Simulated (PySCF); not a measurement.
# C3H4Cl2: fields and orbitals

Aim: take C3H4Cl2 and localise its valence orbitals, compute its lowest excited states and see where an electron leaves and enters.

Method: levels as typed in each script, gas phase, geometry from GFN2-xTB; program: PySCF 2.14.0.

### 1 Where the work starts

SMILES `CC=C(Cl)Cl`, 9 atoms, charge 0, spin multiplicity 1.

Bond lengths: C1–C2 1.489 Å, C1–H6 1.089 Å, C1–H7 1.089 Å, C1–H8 1.085 Å, C2–C3 1.324 Å, C2–H9 1.080 Å, C3–Cl4 1.726 Å, C3–Cl5 1.722 Å. Angles: C2–C1–H6 109.7°, C2–C1–H7 109.7°, C2–C1–H8 111.3°, H6–C1–H7 107.7°, H6–C1–H8 109.1°, H7–C1–H8 109.2°, C1–C2–C3 125.4°, C1–C2–H9 116.7°, C3–C2–H9 117.9°, C2–C3–Cl4 122.4°, C2–C3–Cl5 124.1°, Cl4–C3–Cl5 113.5°.

Coordinates:

```xyz
9
C3H4Cl2
C     2.34338    0.71286    0.00021
C     0.89128    1.04356   -0.00015
C    -0.09654    0.16126   -0.00003
Cl   -1.75669    0.63248    0.00003
Cl    0.13305   -1.54587    0.00000
H     2.81861    1.14485   -0.87948
H     2.81857    1.14484    0.87967
H     2.50347   -0.36058   -0.00062
H     0.63260    2.09239   -0.00034
```

### 2 Localised orbitals (HF/def2-svpd)

input.py

```python
import numpy as np
from pyscf import gto, scf, dft, lo
from pyscf.data.elements import chemcore

def solve(mol, dm0=None, hcore=None):
    mf = scf.UHF(mol) if mol.spin else scf.RHF(mol)
    mf = mf.density_fit(auxbasis='def2-universal-jkfit')
    mf.conv_tol, mf.max_cycle = 1e-8, 80
    if hcore is not None:
        mf.get_hcore = lambda *args: hcore
    mf.kernel(dm0)
    if not mf.converged:
        mf = mf.newton().run(mf.mo_coeff, mf.mo_occ, max_cycle=30)
    assert mf.converged, 'SCF not converged'
    return mf

mol = gto.M(atom='''
C      2.34338     0.71286     0.00021
C      0.89128     1.04356    -0.00015
C     -0.09654     0.16126    -0.00003
Cl    -1.75669     0.63248     0.00003
Cl     0.13305    -1.54587     0.00000
H      2.81861     1.14485    -0.87948
H      2.81857     1.14484     0.87967
H      2.50347    -0.36058    -0.00062
H      0.63260     2.09239    -0.00034
''', basis='def2-svpd', charge=0, spin=0, verbose=4)
mf = solve(mol)
occ_all = mf.mo_coeff[:, mf.mo_occ > 0]
occ = occ_all[:, chemcore(mol):]
loc = lo.ibo.ibo(mol, occ, iaos=lo.iao.iao(mol, occ_all))
fock, s = mf.get_fock(), mf.get_ovlp()
ortho = lo.orth_ao(mol, 'meta_lowdin')
ortho = lo.vec_lowdin(lo.iao.iao(mol, occ_all), s)
labels = lo.iao.reference_mol(mol).ao_labels(fmt=None)
vir = lo.vvo.livvo(mol, occ_all, mf.mo_coeff[:, mf.mo_occ == 0])
both = np.hstack([loc, vir])
p = (ortho.T @ s @ both) ** 2
pop = np.array([p[[l[0] == a for l in labels]].sum(0) for a in range(mol.natm)])
spd = np.array([[p[[l[0] == a and l[2][-1] == k for l in labels]].sum(0) for k in 'spd'] for a in range(mol.natm)])
eps = np.einsum('pi,pq,qi->i', both, fock, both)
for i in np.argsort(eps):
    top = np.argsort(-pop[:, i])[:3]
    print('%3d %s %9.4f Eh ' % (i + 1, 'occ' if i < loc.shape[1] else 'vir', eps[i]), '  '.join('%s%d %.3f' % (mol.atom_symbol(a), a + 1, pop[a, i]) for a in top))
np.savez('result.npz', c=both, nocc=loc.shape[1], pop=pop, spd=spd, eps=eps, e=mf.e_tot)
```

Run with:

```bash
$ OMP_NUM_THREADS=1 python input.py
```

### 4 Excited states (B3LYP/6-31+g*)

input.py

```python
import numpy as np
from pyscf import gto, scf, dft, tdscf
from pyscf.scf import atom_ks, atom_hf
from scipy.linalg import block_diag

def solve(mol, dm0=None, hcore=None):
    mf = (dft.UKS if mol.spin else dft.RKS)(mol, xc='b3lyp')
    mf.grids.level = 3
    mf = mf.density_fit(auxbasis='def2-universal-jkfit')
    mf.conv_tol, mf.max_cycle = 1e-8, 80
    if hcore is not None:
        mf.get_hcore = lambda *args: hcore
    mf.kernel(dm0)
    if not mf.converged:
        mf = mf.newton().run(mf.mo_coeff, mf.mo_occ, max_cycle=30)
    assert mf.converged, 'SCF not converged'
    return mf

mol = gto.M(atom='''
C      2.34338     0.71286     0.00021
C      0.89128     1.04356    -0.00015
C     -0.09654     0.16126    -0.00003
Cl    -1.75669     0.63248     0.00003
Cl     0.13305    -1.54587     0.00000
H      2.81861     1.14485    -0.87948
H      2.81857     1.14484     0.87967
H      2.50347    -0.36058    -0.00062
H      0.63260     2.09239    -0.00034
''', basis='6-31+g*', charge=0, spin=0, verbose=4)
mf = solve(mol)
td = mf.TDA()
td.nstates, td.singlet, td.conv_tol = 6, True, 1e-5
td.kernel()
td.analyze()
x, y = np.array([p[0] for p in td.xy]), np.array([p[1] + 0 * p[0] for p in td.xy])
f, mu = td.oscillator_strength(), td.transition_dipole()
nto = [td.get_nto(state=i + 1, verbose=4) for i in range(len(td.e))]
# spherically averaged free atoms, for the promolecule
atm = atom_ks.get_atm_nrks(mol, xc='b3lyp')
pro = block_diag(*[(atm[a[0]][2] * atm[a[0]][3]) @ atm[a[0]][2].T for a in mol._atom])
np.savez('result.npz', e=td.e, f=f, ok=td.converged, w=[n[0] for n in nto], nto=[n[1] for n in nto], x=x, y=y, c=mf.mo_coeff, occ=mf.mo_occ, eps=mf.mo_energy, pro=pro, mu=mu)
```

### 6 Removing and adding an electron (wB97X/def2-svpd)

input.py

```python
import numpy as np
from pyscf import gto, scf, dft
from pyscf.scf import atom_ks, atom_hf
from scipy.linalg import block_diag

def solve(mol, dm0=None, hcore=None):
    mf = (dft.UKS if mol.spin else dft.RKS)(mol, xc='wb97x')
    mf.grids.level = 3
    mf = mf.density_fit(auxbasis='def2-universal-jkfit')
    mf.conv_tol, mf.max_cycle = 1e-8, 80
    if hcore is not None:
        mf.get_hcore = lambda *args: hcore
    mf.kernel(dm0)
    if not mf.converged:
        mf = mf.newton().run(mf.mo_coeff, mf.mo_occ, max_cycle=30)
    assert mf.converged, 'SCF not converged'
    return mf

mol = gto.M(atom='''
C      2.34338     0.71286     0.00021
C      0.89128     1.04356    -0.00015
C     -0.09654     0.16126    -0.00003
Cl    -1.75669     0.63248     0.00003
Cl     0.13305    -1.54587     0.00000
H      2.81861     1.14485    -0.87948
H      2.81857     1.14484     0.87967
H      2.50347    -0.36058    -0.00062
H      0.63260     2.09239    -0.00034
''', basis='def2-svpd', charge=0, spin=0, verbose=4)
mf = solve(mol)
out = dict(e0=mf.e_tot, dm0=mf.make_rdm1(), c=mf.mo_coeff, occ=mf.mo_occ, eps=mf.mo_energy)
for name, dq, spin in [('cation', 1, 1), ('anion', -1, 1)]:
    ion = mol.copy().set(charge=mol.charge + dq, spin=spin).build()
    mi = solve(ion)
    if spin and dq > 0 and mol.nao < 130:
        c, _, stable, _ = mi.stability(return_status=True)
        if not stable:
            mi = solve(ion, mi.make_rdm1(c, mi.mo_occ))
    print(name, 'vertical energy change / eV', (mi.e_tot - mf.e_tot) * 27.211386)
    out.update({'e_' + name: mi.e_tot, 'dm_' + name: mi.make_rdm1(), 's2_' + name: mi.spin_square()[0], 'eps_' + name: mi.mo_energy, 'occ_' + name: mi.mo_occ})
# spherically averaged free atoms, for the promolecule
atm = atom_ks.get_atm_nrks(mol, xc='wb97x')
pro = block_diag(*[(atm[a[0]][2] * atm[a[0]][3]) @ atm[a[0]][2].T for a in mol._atom])
np.savez('result.npz', pro=pro, **out)
```

(Steps that only read results are left out.)

**Question.** What will these runs give? Wanted: lowest singlet excitation; vertical ionisation energy.

**Answer**, as computed:

| quantity | value |
| --- | --- |
| localised occupied orbitals above −45 eV (HF/def2-svpd) | 15 |
| lowest singlet excitation (B3LYP/6-31+g*) | 5.71 eV |
| vertical ionisation energy (wB97X/def2-svpd) | 9.46 eV |

The ionisation energy from two SCF runs, 9.46 eV, lies 0.1 eV below −ε(HOMO) = 9.59 eV of the same level, wB97X/def2-svpd. All values hold at the given geometry, in the gas phase.
